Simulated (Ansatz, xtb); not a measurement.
**Isomers of H2NOSi in order of energy**

4 gas-phase structures of H2NOSi, found in a search over its isomers (lower ones may exist). Each was relaxed with GFN2-xTB; where two conformers were screened, the lower at r2SCAN-D4/def2-SVP//GFN2-xTB is listed:

A. `[NH][SiH]=O`, a doublet
B. `[H]/N=[Si]/O`, a doublet
C. `[N]=[SiH]O`, a doublet
D. `N[Si]=O`, a doublet

**Question.** Estimate their order in r2SCAN-D4/def2-SVP//GFN2-xTB energy at these geometries, lowest first.

**Answer.** Calculated order at r2SCAN-D4/def2-SVP//GFN2-xTB: D (0.0), B (10.5), A (35.8), C (43.8) kcal/mol.

Energies above the lowest of each column, in kcal/mol; the last columns are at r2SCAN-D4/def2-SVP geometries and were run for some of them only (a dash: not run or not comparable):

| structure | GFN2-xTB | HF/STO-3G | r2SCAN-D4/def2-SVP//GFN2-xTB | r2SCAN-D4/def2-SVP | CCSD(T)/def2-TZVP |
| --- | --- | --- | --- | --- | --- |
| D | 0.0 | 0.0 | 0.0 | 0.0 | 0.0 |
| B | 15.4 | 3.3 | 10.5 | 10.6 | 11.1 |
| A | 14.4 | 7.7 | 35.8 | 32.3 | 32.2 |
| C | 29.6 | 15.0 | 43.8 | – | – |

Every level run on D puts it lowest or level with the lowest. Flexible structures stand in one conformer each, not always the lowest. Frequencies (r2SCAN-D4/def2-SVP) were run for A, B, D alone. Open shells are spin-unrestricted, some with notable spin contamination.

Over these structures GFN2-xTB departs from r2SCAN-D4/def2-SVP//GFN2-xTB by 10.1 kcal/mol on average once a common shift is removed. A GFN2-xTB relaxation took about 0.046 s and the r2SCAN-D4/def2-SVP//GFN2-xTB energy about 2.6 s on a shared host (Ansatz 0.2.0, xtb 6.7.1).
